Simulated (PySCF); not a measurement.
Species: acetyl chloride, C₂H₃ClO.
Atom-mapped SMILES: `[CH3:1][C:2](=[O:3])[Cl:4]` (hydrogens: H5, H6, H7 on C1)

Cartesian coordinates in Å at the PBE0-D3(BJ)/def2-SVP level; atoms count from 1:
```xyz
7
C2H3ClO angstrom
C     -0.5855   -0.0742   -0.0357
C      0.8549    0.2830   -0.2127
O      1.3142    1.3510   -0.4247
Cl     1.9163   -1.1583   -0.0649
H     -1.2002    0.8293   -0.1296
H     -0.7297   -0.5385    0.9506
H     -0.8746   -0.8183   -0.7919
```

The closed-shell ground state was solved at several levels (PySCF, density fitting, gas phase, non-relativistic).

```json
{"level": "PBE0/STO-3G", "basis functions": "27", "total energy (Eh)": "-606.1520", "HOMO (eV)": "-6.15", "LUMO (eV)": "1.64", "gap (eV)": "7.79", "dipole (D)": "2.52"}
{"level": "PBE0/def2-TZVP", "basis functions": "148", "total energy (Eh)": "-613.2002", "HOMO (eV)": "-8.59", "LUMO (eV)": "-1.04", "gap (eV)": "7.55", "dipole (D)": "2.79"}
{"level": "B97-2/pcSseg-2", "basis functions": "193", "total energy (Eh)": "-613.5153", "HOMO (eV)": "-8.37", "LUMO (eV)": "-1.18", "gap (eV)": "7.19", "dipole (D)": "2.86"}
{"level": "wB97X-D/pcSseg-2", "basis functions": "193", "total energy (Eh)": "-613.4817", "HOMO (eV)": "-10.50", "LUMO (eV)": "0.77", "gap (eV)": "11.27", "dipole (D)": "2.89"}
{"level": "PBE0/6-311+G(2d,p)", "basis functions": "134", "total energy (Eh)": "-613.1860", "HOMO (eV)": "-8.65", "LUMO (eV)": "-1.15", "gap (eV)": "7.50", "dipole (D)": "2.85"}
{"level": "BHandHLYP/pcSseg-2", "basis functions": "193", "total energy (Eh)": "-613.4417", "HOMO (eV)": "-10.10", "LUMO (eV)": "0.15", "gap (eV)": "10.25", "dipole (D)": "2.98"}
{"level": "PBE0/6-31G*", "basis functions": "66", "total energy (Eh)": "-613.1013", "HOMO (eV)": "-8.43", "LUMO (eV)": "-0.81", "gap (eV)": "7.62", "dipole (D)": "2.81"}
{"level": "PBE0/6-31G", "basis functions": "46", "total energy (Eh)": "-613.0322", "HOMO (eV)": "-8.57", "LUMO (eV)": "-1.07", "gap (eV)": "7.50", "dipole (D)": "3.09"}
{"level": "CAM-B3LYP/pcSseg-2", "basis functions": "193", "total energy (Eh)": "-613.4829", "HOMO (eV)": "-10.05", "LUMO (eV)": "0.10", "gap (eV)": "10.15", "dipole (D)": "2.91"}
{"level": "PBE0/def2-SVP", "basis functions": "75", "total energy (Eh)": "-612.8664", "HOMO (eV)": "-8.46", "LUMO (eV)": "-0.84", "gap (eV)": "7.62", "dipole (D)": "2.70"}
```

(1) Estimate the row for LC-wPBE/pcSseg-2, a basis of 193 functions; the other rows only guide the guess.

(2) Over all these levels, which gives the widest orbital gap and which the narrowest?

(3) How much does the basis alone move the frontier levels among the 6 PBE0 rows?

(4) How far do the dipole and the HOMO energy spread over the levels?

Results:

(1) Total energy -613.3128 Eh, HOMO -11.35 eV, LUMO 1.33 eV, gap 12.68 eV, dipole 2.90 D.

(2) LC-wPBE/pcSseg-2 (range-separated hybrid) has the widest, 12.68 eV, and B97-2/pcSseg-2 (global hybrid, 21 % exact exchange) the narrowest, 7.19 eV. The two share the basis. From the narrowest to the widest the HOMO moves by -2.98 eV and the LUMO by +2.51 eV.

(3) The HOMO by 2.50 eV and the LUMO by 2.79 eV. By rising basis size (HOMO, LUMO in eV): STO-3G -6.15, 1.64; 6-31G -8.57, -1.07; 6-31G* -8.43, -0.81; def2-SVP -8.46, -0.84; 6-311+G(2d,p) -8.65, -1.15; def2-TZVP -8.59, -1.04.

(4) The dipole runs from 2.52 to 3.09 D (mean 2.85 D) and the HOMO from -11.35 to -6.15 eV.

wB97X-D is run here without its empirical dispersion term; that term would change no orbital, density or response property at a fixed geometry.
